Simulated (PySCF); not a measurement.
C5H6F (doublet state).
Numbering: `[F:1][CH:2]=[C:3]1[CH2:4][CH:5][CH2:6]1` (hydrogens: H7 on C2; H8, H9 on C4; H10 on C5; H11, H12 on C6)

Structure used (GFN2-xTB), in Å, numbered top down from 1:
```
atom  x, y, z in Å
F1     2.7209   -0.2365    0.5538
C2     1.7000    0.6042    0.2796
C3     0.4754    0.1725    0.0725
C4    -0.8226    0.8756   -0.2412
C5    -1.4592   -0.4702   -0.2505
C6    -0.1907   -1.1826    0.0576
H7     2.0199    1.6360    0.2562
H8    -0.8342    1.4208   -1.1916
H9    -1.1695    1.5693    0.5331
H10   -2.4663   -0.7978   -0.3931
H11   -0.1548   -1.7242    1.0095
H12    0.1822   -1.8678   -0.7119
```

Theory: PySCF, UKS B3LYP, pcH-1 on C F H, non-relativistic, mean-field spin-orbit, GIAO. Isolated species at its GFN2-xTB geometry, gas phase. The geometry wasn't refined by DFT: couplings that depend on bond lengths, twists or pyramidal angles can differ widely from those at the functional's own minimum. The SCF solution wasn't tested for stability.

Largest spin populations (Mulliken): C5 (+1.02), C6 (-0.09) and C4 (-0.09). No atom but C5 exceeds +0.15. The positive populations add up to 1.24 and the negative ones to -0.24, together 2S = 1. The angles at C5 add up to 360.0°, so it is planar; its axial dipolar tensor and the negative coupling of its proton fit spin in a p orbital normal to that plane.

Q: McConnell's relation a(H) = Q·ρ ties the coupling of a proton on a planar π carbon to the spin population of that carbon. What Q do the computed values give?

A: 
| H | C | ρ(C) | a(H) (G) | a/ρ (G) |
| --- | --- | --- | --- | --- |
| H10 | C5 | +1.021 | -23.11 | -22.6 |

One proton gives one ratio, Q = -22.6 G, and no test of linearity. In every row coupling and population have opposite signs.

Q: How do the β-proton couplings of this frozen conformer go with θ, the angle between the C–H bond and the normal to the plane of the spin centre's three neighbours, both seen down the bond from centre to carbon?

A: 
```csv
β H,on,centre,θ (°),cos²θ,a (G)
H8,C4,C5,26,0.81,+42.01
H9,C4,C5,27,0.80,+41.60
H11,C6,C5,27,0.80,+42.44
H12,C6,C5,26,0.81,+42.99
```

Couplings in gauss use g_iso = 2.0027.
